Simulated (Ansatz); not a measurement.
Reaction (atomization): `[SiH3]N[SiH3]` → 7 H• + N• + 2 Si•

Isolated molecules relaxed with PBE0-D4/def2-TZVP in Ansatz; ΔE leaves out vibrations. CCSD(T)/CBS is extrapolated from def2-TZVPP and def2-QZVPP, frozen cores. No spin–orbit coupling; open shells (•) take unrestricted orbitals. Spin–orbit coupling would lower the free atoms: a little for Si.

```tsv
level	ΔE (kJ/mol)
HF/def2-TZVPP	2310.4
HF/cc-pV(D+d)Z	2240.8
```

Task: What does CCSD(T)/CBS give? (Best estimate.)

Result: The calculation gave: +3109.3 kJ/mol. The listed levels differ from it by -798.9, -868.5 kJ/mol.

Task: What do rigid-rotor, harmonic-oscillator terms from PBE0-D4/def2-TZVP frequencies (298.15 K, 1 bar) make of the CCSD(T)/CBS value? (Best estimate.)

Result: Computed: ΔZPE = -173.4 kJ/mol, ΔH = +2978.7 kJ/mol, ΔS = 958 J/(mol·K), ΔG = +2693.1 kJ/mol. Open shells count their whole term as degenerate. Modes under 50 cm⁻¹ make the entropy rough.

Largest T1 diagnostic among the species: 0.012.

From BLYP to BHLYP (50 % exact exchange), in def2-TZVPP and without D4, ΔE moves by +8.8 kJ/mol. At CCSD(T), def2-SVP lies −236.7 kJ/mol from the extrapolated value and def2-TZVPP −87.1 kJ/mol: correlation converges slowly with the basis, and small sets miss more of it in the bonded molecule than in its fragments. Leaving LDA and LC-ωPBE aside and taking each functional with its dispersion term where it has one, the values, not all of them listed here, spread over 109.2 kJ/mol, from revPBE-D4 to ωB97X-V. LDA lies +370.0 kJ/mol from PBE without D4, its usual overbinding.

CCSD(T)/CBS has its own doubt, a few kJ/mol and more with outer-core shells, so smaller differences from it don't rank the levels.
